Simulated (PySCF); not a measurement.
# HNO: spin-spin couplings and electronic excitations at several levels of theory, part 2 of 2

PySCF 2.14.0. Atoms count from 0.

### 11 Excited states and response: BHandHLYP/def2-SVPD

The job: settings as JSON, then the geometry in Å.

```
{"job": {"kind": "uv", "xc": "BHandHLYP", "basis": "def2-SVPD", "ip": true}, "charge": 0, "multiplicity": 1}
N     -0.061666     0.400495     0.043377
O      0.942492    -0.232776    -0.020605
H     -0.897560    -0.263027    -0.043337
```

With the program's defaults for keys left out, this is: TDDFT BHandHLYP/def2-SVPD, vertical, gas phase, core orbitals frozen in the response.

Output:

```text
coarse grid: 2768 points
cycle   1  E = -130.2189944558  dE =  2.344e-01  |g| = 5.862e-01  |ddm| = 1.982e+00
cycle   2  E = -130.1182253468  dE =  1.008e-01  |g| = 9.672e-01  |ddm| = 9.018e-01
cycle   3  E = -130.2894698976  dE = -1.712e-01  |g| = 4.266e-02  |ddm| = 5.675e-01
cycle   4  E = -130.2898182411  dE = -3.483e-04  |g| = 1.734e-02  |ddm| = 4.033e-02
cycle   5  E = -130.2898811330  dE = -6.289e-05  |g| = 5.495e-03  |ddm| = 1.963e-02
cycle   6  E = -130.2898888087  dE = -7.676e-06  |g| = 1.465e-03  |ddm| = 6.241e-03
final grid: 27576 points
cycle   7  E = -130.3045317056  dE = -3.064e-06  |g| = 2.893e-03  |ddm| = 1.177e-02
cycle   8  E = -130.3045290921  dE =  2.614e-06  |g| = 5.009e-03  |ddm| = 4.747e-03
cycle   9  E = -130.3045335553  dE = -4.463e-06  |g| = 2.681e-04  |ddm| = 2.714e-03
cycle  10  E = -130.3045335740  dE = -1.870e-08  |g| = 1.239e-04  |ddm| = 3.122e-04
cycle  11  E = -130.3045335777  dE = -3.750e-09  |g| = 2.025e-05  |ddm| = 1.307e-04
cycle  12  E = -130.3045335779  dE = -1.318e-10  |g| = 1.874e-06  |ddm| = 3.877e-05
converged SCF energy = -130.3045335779

Static polarisability (au): isotropic 13.814, principal 10.026 12.596 18.821

Singlet excitations
state   eV       nm        f      main configurations
  1   1.5665    791.5   0.00026   H->L 0.99
  2   7.1850    172.6   0.07539   H->L+1 0.97
  3   7.6453    162.2   0.00160   H-2->L 0.97
  4   9.0009    137.7   0.03726   H->L+2 0.85, H->L+4 0.09
  5   9.2805    133.6   0.00039   H->L+3 0.90
  6   9.4346    131.4   0.11317   H->L+4 0.68, H-1->L 0.21
  7   9.8905    125.4   0.00315   H-3->L 0.91
  8  10.3929    119.3   0.05960   H-1->L 0.56, H->L+4 0.19, H->L+5 0.17
  9  10.8201    114.6   0.02792   H->L+5 0.71, H-1->L 0.14
 10  11.8321    104.8   0.05551   H->L+6 0.88

Triplet excitations (Tamm-Dancoff, eV): 0.5213 5.2182 6.3255 6.3531
Vertical ionisation energy (delta-SCF) = 10.6061 eV
Vertical electron affinity (delta-SCF) = -0.0174 eV
```

Wall time 2.5 s (1 thread of Arm Neoverse V1, shared host); peak memory 0.28 GiB.

In short: HOMO -8.88 eV, LUMO -1.39 eV; lowest singlet 1.57 eV.

### 12 TDDFT and polarisability: CAM-B3LYP/def2-SVPD

The job: settings as JSON, then the geometry in Å.

```
{"job": {"kind": "uv", "xc": "CAM-B3LYP", "basis": "def2-SVPD", "ip": true}, "charge": 0, "multiplicity": 1}
N     -0.061666     0.400495     0.043377
O      0.942492    -0.232776    -0.020605
H     -0.897560    -0.263027    -0.043337
```

Method: TDDFT CAM-B3LYP/def2-SVPD, vertical, gas phase, core orbitals frozen in the response.

Output:

```text
coarse grid: 2768 points
cycle   1  E = -130.2346126199  dE =  2.285e-01  |g| = 6.157e-01  |ddm| = 1.966e+00
cycle   2  E = -130.0869064853  dE =  1.477e-01  |g| = 1.115e+00  |ddm| = 9.825e-01
cycle   3  E = -130.3108994751  dE = -2.240e-01  |g| = 4.310e-02  |ddm| = 6.263e-01
cycle   4  E = -130.3112090964  dE = -3.096e-04  |g| = 1.410e-02  |ddm| = 3.610e-02
cycle   5  E = -130.3112461909  dE = -3.709e-05  |g| = 4.955e-03  |ddm| = 1.399e-02
cycle   6  E = -130.3112518782  dE = -5.687e-06  |g| = 1.207e-03  |ddm| = 6.257e-03
final grid: 27576 points
cycle   7  E = -130.3342873612  dE = -4.975e-06  |g| = 3.768e-03  |ddm| = 1.204e-02
cycle   8  E = -130.3342815347  dE =  5.826e-06  |g| = 6.997e-03  |ddm| = 5.964e-03
cycle   9  E = -130.3342901304  dE = -8.596e-06  |g| = 1.908e-04  |ddm| = 3.683e-03
cycle  10  E = -130.3342901392  dE = -8.717e-09  |g| = 9.451e-05  |ddm| = 2.471e-04
cycle  11  E = -130.3342901411  dE = -1.961e-09  |g| = 2.086e-05  |ddm| = 9.713e-05
cycle  12  E = -130.3342901413  dE = -1.378e-10  |g| = 2.443e-06  |ddm| = 3.053e-05
converged SCF energy = -130.3342901413

Static polarisability (au): isotropic 14.221, principal 10.287 13.096 19.280

Singlet excitations
state   eV       nm        f      main configurations
  1   1.5205    815.4   0.00025   H->L 1.00
  2   6.6531    186.4   0.06878   H->L+1 0.98
  3   7.5327    164.6   0.00195   H-1->L 0.99
  4   8.4336    147.0   0.03418   H->L+2 0.86, H->L+4 0.09
  5   8.6538    143.3   0.00102   H->L+3 0.99
  6   8.9455    138.6   0.06526   H->L+4 0.83, H->L+2 0.09
  7   9.7004    127.8   0.00285   H-3->L 0.98
  8  10.0558    123.3   0.01132   H->L+5 0.81, H-2->L 0.12
  9  10.6125    116.8   0.09098   H-2->L 0.66, H->L+6 0.14, H->L+5 0.09
 10  11.3208    109.5   0.07116   H->L+6 0.81

Triplet excitations (Tamm-Dancoff, eV): 0.5023 5.6708 5.9320 6.2502
Vertical ionisation energy (delta-SCF) = 10.6191 eV
Vertical electron affinity (delta-SCF) = 0.0484 eV
```

Wall time 3 s (1 thread of Arm Neoverse V1, shared host); peak memory 0.28 GiB.

This run: HOMO -8.71 eV, LUMO -1.57 eV; lowest singlet 1.52 eV.

### 13 Excited states and response: wB97X-D/def2-SVPD

The job: settings as JSON, then the geometry in Å.

```
{"job": {"kind": "uv", "xc": "wB97X-D", "basis": "def2-SVPD", "ip": true}, "charge": 0, "multiplicity": 1}
N     -0.061666     0.400495     0.043377
O      0.942492    -0.232776    -0.020605
H     -0.897560    -0.263027    -0.043337
```

Level: TDDFT wB97X-D/def2-SVPD, vertical, gas phase, core orbitals frozen in the response.

Output:

```text
coarse grid: 2768 points
cycle   1  E = -130.2397893472  dE =  2.083e-01  |g| = 6.123e-01  |ddm| = 1.923e+00
cycle   2  E = -130.1356210849  dE =  1.042e-01  |g| = 1.006e+00  |ddm| = 9.421e-01
cycle   3  E = -130.3162901546  dE = -1.807e-01  |g| = 4.031e-02  |ddm| = 5.748e-01
cycle   4  E = -130.3165896917  dE = -2.995e-04  |g| = 1.421e-02  |ddm| = 3.653e-02
cycle   5  E = -130.3166352655  dE = -4.557e-05  |g| = 4.304e-03  |ddm| = 1.775e-02
cycle   6  E = -130.3166403467  dE = -5.081e-06  |g| = 1.163e-03  |ddm| = 7.318e-03
final grid: 27576 points
cycle   7  E = -130.3363602717  dE = -2.058e-05  |g| = 1.278e-03  |ddm| = 2.521e-02
cycle   8  E = -130.3363611019  dE = -8.302e-07  |g| = 1.038e-03  |ddm| = 4.793e-03
cycle   9  E = -130.3363612794  dE = -1.775e-07  |g| = 5.411e-04  |ddm| = 1.271e-03
cycle  10  E = -130.3363613645  dE = -8.511e-08  |g| = 1.235e-04  |ddm| = 1.182e-03
cycle  11  E = -130.3363613691  dE = -4.577e-09  |g| = 2.891e-05  |ddm| = 2.313e-04
cycle  12  E = -130.3363613696  dE = -5.383e-10  |g| = 6.764e-06  |ddm| = 1.349e-04
converged SCF energy = -130.3363613696

Static polarisability (au): isotropic 14.245, principal 10.357 13.175 19.203

Singlet excitations
state   eV       nm        f      main configurations
  1   1.5318    809.4   0.00026   H->L 1.00
  2   6.8831    180.1   0.07528   H->L+1 0.97
  3   7.5560    164.1   0.00203   H-1->L 0.99
  4   8.7653    141.4   0.03510   H->L+2 0.76, H->L+4 0.17
  5   8.9801    138.1   0.00129   H->L+3 0.99
  6   9.1625    135.3   0.07514   H->L+4 0.74, H->L+2 0.15
  7   9.7341    127.4   0.00276   H-3->L 0.98
  8  10.2724    120.7   0.02294   H->L+5 0.69, H-2->L 0.20
  9  10.7484    115.4   0.08447   H-2->L 0.59, H->L+5 0.17, H->L+6 0.12
 10  11.5512    107.3   0.06714   H->L+6 0.83

Triplet excitations (Tamm-Dancoff, eV): 0.5792 5.8210 6.3230 6.3415
Vertical ionisation energy (delta-SCF) = 10.5507 eV
Vertical electron affinity (delta-SCF) = -0.0729 eV
```

It took 2.7 s on 1 thread of Arm Neoverse V1, shared host; peak memory 0.28 GiB.

In short: HOMO -9.14 eV, LUMO -0.92 eV; lowest singlet 1.53 eV.

### 14 Excited states and response: LC-wPBE/def2-SVPD

The job: settings as JSON, then the geometry in Å.

```
{"job": {"kind": "uv", "xc": "LC-wPBE", "basis": "def2-SVPD", "ip": true}, "charge": 0, "multiplicity": 1}
N     -0.061666     0.400495     0.043377
O      0.942492    -0.232776    -0.020605
H     -0.897560    -0.263027    -0.043337
```

Level: TDDFT LC-wPBE/def2-SVPD, vertical, gas phase, core orbitals frozen in the response.

Output:

```text
coarse grid: 2768 points
cycle   1  E = -130.1970458113  dE =  1.876e-01  |g| = 6.383e-01  |ddm| = 1.939e+00
cycle   2  E = -130.1297465771  dE =  6.730e-02  |g| = 9.335e-01  |ddm| = 8.974e-01
cycle   3  E = -130.2795614490  dE = -1.498e-01  |g| = 4.483e-02  |ddm| = 5.273e-01
cycle   4  E = -130.2799560836  dE = -3.946e-04  |g| = 1.514e-02  |ddm| = 3.885e-02
cycle   5  E = -130.2800174026  dE = -6.132e-05  |g| = 4.928e-03  |ddm| = 1.998e-02
cycle   6  E = -130.2800256541  dE = -8.251e-06  |g| = 1.229e-03  |ddm| = 9.479e-03
final grid: 27576 points
cycle   7  E = -130.3034157455  dE = -7.601e-06  |g| = 4.563e-03  |ddm| = 1.412e-02
cycle   8  E = -130.3034117374  dE =  4.008e-06  |g| = 7.110e-03  |ddm| = 6.169e-03
cycle   9  E = -130.3034202137  dE = -8.476e-06  |g| = 4.083e-04  |ddm| = 3.679e-03
cycle  10  E = -130.3034202723  dE = -5.860e-08  |g| = 1.613e-04  |ddm| = 6.059e-04
cycle  11  E = -130.3034202811  dE = -8.785e-09  |g| = 2.476e-05  |ddm| = 2.263e-04
cycle  12  E = -130.3034202815  dE = -4.296e-10  |g| = 4.477e-06  |ddm| = 7.383e-05
converged SCF energy = -130.3034202815

Static polarisability (au): isotropic 13.920, principal 10.196 12.858 18.706

Singlet excitations
state   eV       nm        f      main configurations
  1   1.4671    845.1   0.00025   H->L 1.00
  2   7.0317    176.3   0.06753   H->L+1 0.94
  3   7.5854    163.5   0.00232   H-1->L 0.98
  4   8.8451    140.2   0.03834   H->L+2 0.56, H->L+4 0.29, H->L+5 0.10
  5   9.0020    137.7   0.00134   H->L+3 0.98
  6   9.2841    133.5   0.07470   H->L+4 0.59, H->L+2 0.29
  7   9.7813    126.8   0.00276   H-3->L 0.98
  8  10.3967    119.3   0.02629   H->L+5 0.64, H-2->L 0.21, H->L+2 0.11
  9  10.8648    114.1   0.08493   H-2->L 0.58, H->L+5 0.16, H->L+6 0.12
 10  11.6875    106.1   0.06905   H->L+6 0.81

Triplet excitations (Tamm-Dancoff, eV): 0.4078 5.6862 6.2406 6.2500
Vertical ionisation energy (delta-SCF) = 10.5794 eV
Vertical electron affinity (delta-SCF) = 0.0276 eV
```

It took 4 s on 1 thread of Arm Neoverse V1, shared host; peak memory 0.28 GiB.

Key values: HOMO -10.00 eV, LUMO -0.17 eV; lowest singlet 1.47 eV.

### 15 Run by run: spin-spin couplings

Couplings (Hz), with basis size and wall time:

| run | O1–H2 | N0–O1 | N0–H2 | functions | time |
| --- | --- | --- | --- | --- | --- |
| B3LYP/def2-TZVP | 30.0 | 22.0 | -3.0 | 68 | 1 s |
| B3LYP/cc-pVTZ | 30.3 | 17.1 | 1.1 | 74 | 1.1 s |
| B3LYP/6-31G* | 25.0 | 34.3 | -9.3 | 30 | 0.55 s |

### 16 Comparing the runs: electronic excitations

Excitations and ground-state properties, with basis size and wall time:

| run | lowest singlet (eV) | brightest (eV) | f | gap (eV) | α (Å³) | μ (D) | functions | time |
| --- | --- | --- | --- | --- | --- | --- | --- | --- |
| HF/def2-SVPD | 1.60 | 9.55 | 0.238 | 13.77 | 1.99 | 1.98 | 51 | 0.37 s |
| LDA/def2-SVPD | 1.37 | 5.91 | 0.076 | 0.91 | 2.22 | 1.63 | 51 | 1.9 s |
| PBE/def2-SVPD | 1.53 | 5.92 | 0.077 | 1.11 | 2.21 | 1.54 | 51 | 2.7 s |
| B3LYP/def2-SVPD | 1.57 | 10.53 | 0.079 | 3.70 | 2.14 | 1.67 | 51 | 2.5 s |
| PBE0/def2-SVPD | 1.52 | 10.68 | 0.088 | 4.26 | 2.11 | 1.68 | 51 | 2.3 s |
| BHandHLYP/def2-SVPD | 1.57 | 9.43 | 0.113 | 7.49 | 2.05 | 1.81 | 51 | 2.5 s |
| CAM-B3LYP/def2-SVPD | 1.52 | 10.61 | 0.091 | 7.13 | 2.11 | 1.75 | 51 | 3 s |
| wB97X-D/def2-SVPD | 1.53 | 10.75 | 0.084 | 8.22 | 2.11 | 1.73 | 51 | 2.7 s |
| LC-wPBE/def2-SVPD | 1.47 | 10.86 | 0.085 | 9.83 | 2.06 | 1.78 | 51 | 4 s |

Measured dipole: 1.67 D (gas; NIST CCCBDB Release 22 (SRD 101), experimental dipoles).

### 17 Results

This closing draws on all 2 parts.

```
                                       quantity                        value
                                    point group                           Cs
           rotational constants (main isotopes)     554.71, 43.63, 40.45 GHz
largest coupling of the table (B3LYP/def2-TZVP)       ²J(O,H) O1–H2, 30.0 Hz
                  lowest singlet (HF/def2-SVPD)  1.60 eV (774 nm), f = 0.000
       brightest single state of those computed  state 4, 9.55 eV, f = 0.238
                                 lowest triplet                      0.51 eV
        range of J(O1,H2), mean over like pairs              25.0 to 30.3 Hz
                    range of the lowest singlet              1.37 to 1.60 eV
```

**Reading.** Single values in the summary come from the first run of each kind that ended normally (B3LYP/def2-TZVP; HF/def2-SVPD), which need not be the best level. Of the pairs tabulated at B3LYP/def2-TZVP, O1–H2 couples most strongly (30.0 Hz; Fermi contact -4.3 Hz). The lowest singlet, at 1.60 eV, is HOMO→LUMO 0.95 and is dark; of the 10 states computed, the strongest absorption comes from state 4 at 9.55 eV. The lowest triplet lies 1.09 eV below the lowest singlet (triplets in Tamm-Dancoff, singlets in full TDDFT). The dipole moment, 1.98 D, compares with 1.67 D measured. The coupling O1–H2, as a mean over pairs of its kind, runs from 25.0 Hz (B3LYP/6-31G*) to 30.3 Hz (B3LYP/cc-pVTZ). The lowest singlet runs from 1.37 eV (LDA/def2-SVPD) to 1.60 eV (HF/def2-SVPD), while the orbital gap spans 0.91 to 13.77 eV: the excitation energy moves far less from run to run than the orbital gap does. The lowest state need not be the same one in every run. The runs solved for a few states only, so the brightest column depends on that window. For the measured dipole, B3LYP/def2-SVPD misses least (0.00 D, 2.5 s) and HF/def2-SVPD most (0.31 D, 0.37 s). Couplings from bases without tight functions are rough. One molecule ranks no method: errors cancel, and vibration and temperature are missing from all runs.
